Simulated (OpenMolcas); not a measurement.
**Potential curves of SF⁻: spin–orbit levels**

Calculated with OpenMolcas 26.06: state-averaged CASSCF(10,6) over S 3p, F 2p, XMS-CASPT2 (IPEA 0.25, imaginary shift 0.2 hartree), scalar X2C, ANO-RCC-VTZP, then RASSI spin–orbit state interaction with atomic mean-field integrals. C2 symmetry about the axis (a holds Σ, Δ, Γ; b holds Π, Φ, H; Σ⁺ and Σ⁻ are not told apart); roots by multiplicity and irrep: 1a 3, 3b 2, 1b 2, 3a 2.

XMS-CASPT2 energies with spin–orbit state interaction in eV from the lowest point. Curves are followed by energy order within each symmetry, so they are adiabatic and may change character at avoided crossings; for Ω = 0 the + and − levels are counted together.

```
R (Å)  (1)Ω=0  (1)Ω=2  (1)Ω=1  (2)Ω=0  (3)Ω=0  (2)Ω=1  (2)Ω=2  (4)Ω=1
1.526   0.657   3.891   3.912   3.934   3.934   4.656   8.376  10.422
1.614   0.205   3.171   3.192   3.214   3.215   3.976   7.454   9.302
1.694   0.028   2.690   2.711   2.733   2.733   3.505   6.748   8.432
1.774   0.000   2.333   2.353   2.375   2.376   3.149   6.158   7.697
1.863   0.084   2.054   2.074   2.096   2.097   2.856   5.594   7.039
1.951   0.248   1.877   1.898   1.920   1.920   2.666   5.158   6.458
2.076   0.560   1.768   1.788   1.810   1.811   2.533   4.741   5.791
2.235   1.039   1.775   1.796   1.818   1.820   2.530   4.421   5.197
2.484   1.800   1.941   1.963   1.985   1.991   2.849   4.129   4.764
```

Task: With masses 31.972 and 18.998 u, fit the curves (1)Ω=0 near their minima.

Result: At XMS-CASPT2 with spin–orbit state interaction, Te from the lowest curve (the fit fixes ωe to a per cent or two; the method's Re and ωe can be off by some per cent):

```
 curve  Te (cm⁻¹)  Re (Å)  ωe (cm⁻¹)
(1)Ω=0          0   1.752      627.2
```

Left out for impure symmetry, kinks or missing points, though low: (4)Ω=0, (3)Ω=1, (5)Ω=0. Only roots inside an energy window near the equilibrium distance were included, so the list of states is not complete; labels number the states computed. Each spin and symmetry block has orbitals of its own, averaged over its own roots, so gaps between blocks are less sure than gaps within one and near the minimum can be off by tenths of an eV, in bad cases by more. No Rydberg orbitals are active, so Rydberg states, and σ→σ* states whose orbital the CASSCF left unused, can be missing between those listed. CASPT2 splits the two components of degenerate states numerically, here by up to 161 cm⁻¹. For an anion, states above the electron-detachment threshold (often below 1 to 3 eV) are held by the basis set and are not bound levels. Points that failed a check (symmetry, reference weights, a jump) are left out.
